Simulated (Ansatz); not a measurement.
Two structures of CH6ClSi, doublet, reached by relaxing down either side of one saddle point (PBE0-D4/def2-TZVP). Energies are electronic, without zero-point energy. Computed with Ansatz 0.2.0 (basis: def2-TZVPP and def2-QZVPP); correlated methods freeze the cores; orbitals are unrestricted. Extrapolation: Hartree–Fock as exp(−7.88 √X), correlation as X^−2.97. First:

| atom | x (Å) | y (Å) | z (Å) |
| --- | --- | --- | --- |
| Cl1 | 0.7917 | -0.0471 | 1.6536 |
| Si2 | -0.3221 | -0.8551 | 0.1177 |
| C3 | -0.4581 | 0.3739 | -1.2679 |
| H4 | 2.7403 | 1.9475 | 3.8068 |
| H5 | 0.3664 | -2.0945 | -0.3184 |
| H6 | -1.6534 | -1.1984 | 0.6746 |
| H7 | -0.9471 | 1.2887 | -0.9270 |
| H8 | 0.5300 | 0.6333 | -1.6533 |
| H9 | -1.0478 | -0.0485 | -2.0862 |

Second:

Cl1  (1.531, 0.940, 2.263)
Si2  (-0.588, -1.276, -0.031)
C3  (-0.318, 0.337, -0.946)
H4  (2.189, 1.967, 2.651)
H5  (0.006, -2.434, -0.759)
H6  (-2.033, -1.538, 0.221)
H7  (-0.733, 1.173, -0.381)
H8  (0.748, 0.522, -1.092)
H9  (-0.802, 0.309, -1.927)
(Å)

(1) Which bonds change from the first to the second?

(2) Give the saddle point's structure and its height above each. (Judge from chemistry; the value comes from the calculation.)

The T1 diagnostic stays at or below 0.017. ⟨S²⟩ of the unrestricted Hartree–Fock references: 0.75 to 0.80 (a pure state has 0.75). The unrestricted reference is spin-contaminated, which hurts MP2 most.

## Answers

(1) CH₅ClSi ([CH3][SiH2][Cl]) + H → CH₅Si ([CH3][SiH2]) + HCl; bonds formed: Cl1–H4; bonds broken: Cl1–Si2.

(2) By the calculation: 21.40 kcal/mol above the first and 14.54 kcal/mol above the second (CCSD(T) at an estimated basis limit (MP2 extrapolated from triple and quadruple zeta, plus CCSD(T) − MP2 in triple zeta)).
```xyz
9
angstrom
Cl 1.0848 0.3679 1.8732
Si -0.2274 -0.7722 0.2342
C -0.4062 0.4096 -1.1951
H 1.9038 1.1576 2.8252
H 0.5030 -2.0124 -0.1356
H -1.5299 -1.1102 0.8646
H -0.9015 1.3272 -0.8718
H 0.5737 0.6719 -1.5986
H -1.0004 -0.0395 -1.9961
```

Radical steps of this kind take place in plasma deposition and etching.

Labels in which every atom is bracketed show which atoms are joined, not bond orders.

For scale, one of the runs: CCSD(T)/def2-TZVPP, 199 basis functions, launched by `ansatz run in.yaml --threads 4 --pin off --events-out ev --progress --plain --max-ram 9574MiB`. Time: 2.8 min of wall clock on 4 CPU threads of an Arm Neoverse N1; the host was shared. Peak host memory: 5.8 GiB.
